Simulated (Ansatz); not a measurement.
Geometry optimisation, Ansatz 0.2.0, RKS B3LYP-D4/6-31G*.

Input:

```yaml
crystal:
  periodic: [false, false, false]
  atoms:
    - { symbol: B, position_ang: [0.0, 0.0, 0.0] }
    - { symbol: F, position_ang: [0.0, 0.0, 1.67] }
    - { symbol: H, position_ang: [1.0305, 0.0, -0.595] }
    - { symbol: H, position_ang: [-1.0305, 0.0, -0.595] }
    - { symbol: O, position_ang: [0.0715, -1.6212, 0.5392] }
    - { symbol: H, position_ang: [-0.475, -2.2058, -0.077] }
    - { symbol: H, position_ang: [0.0453, -1.0266, 1.5024] }
basis:
  gaussian: { orbitals: "6-31G*" }
hamiltonian:
  xc: b3lyp
  dispersion: d4
relax:
  f_tol: 0.15
  max_steps: 25
  restrain:
    - { distance: [0, 4], at: 1.41, k: 30.0 }
    - { distance: [6, 1], at: 0.92, k: 30.0 }
    - { distance: [0, 1], at: 2.52, k: 30.0 }
    - { distance: [6, 4], at: 2.21, k: 30.0 }
output:
  orbitals: {}
```

Command:

```bash
$ ansatz run input.yaml --threads 1 --pin off --max-ram 2048MiB --backend cpu --events-out ev --progress --plain --runs-dir out
```

Where does it end, and by what steps?

The forces met the threshold. The restraints hold the end off the free minimum; the threshold counts their pulls, which the force column leaves out. Restrained pairs: B1–O5 (1.71 → 1.39 Å), F2–H7 (1.04 → 0.93 Å), B1–F2 (1.67 → 2.52 Å), O5–H7 (1.13 → 2.21 Å). After 9 steps the energy has fallen by 1.959 eV (the restraints' own energy left out); H7 moved furthest, 0.58 Å.

```json
{"step": "0", "energy less start (eV)": "0.0000", "largest force component (eV/Å)": "5.715", "accepted": "yes"}
{"step": "1", "energy less start (eV)": "-0.9241", "largest force component (eV/Å)": "4.374", "accepted": "yes"}
{"step": "2", "energy less start (eV)": "-1.4962", "largest force component (eV/Å)": "3.235", "accepted": "yes"}
{"step": "3", "energy less start (eV)": "-1.7411", "largest force component (eV/Å)": "2.506", "accepted": "yes"}
{"step": "4", "energy less start (eV)": "-1.9128", "largest force component (eV/Å)": "1.167", "accepted": "yes"}
{"step": "5", "energy less start (eV)": "-1.8347", "largest force component (eV/Å)": "2.282", "accepted": "no"}
{"step": "6", "energy less start (eV)": "-1.9404", "largest force component (eV/Å)": "0.721", "accepted": "yes"}
{"step": "7", "energy less start (eV)": "-1.9319", "largest force component (eV/Å)": "0.742", "accepted": "no"}
{"step": "8", "energy less start (eV)": "-1.9578", "largest force component (eV/Å)": "0.685", "accepted": "yes"}
{"step": "9", "energy less start (eV)": "-1.9589", "largest force component (eV/Å)": "0.711", "accepted": "yes"}
```

```xyz
7
Properties=species:S:1:pos:R:3
B 0.030 -0.416 -0.393
F -0.136 0.055 2.079
H 1.047 0.203 -0.452
H -1.029 0.021 -0.737
O 0.157 -1.743 -0.009
H -0.701 -2.194 -0.015
H 0.273 -0.778 1.971
```

The run took 15 s on 1 thread of Arm Neoverse V1, on a shared host, peak memory 0.1 GiB.
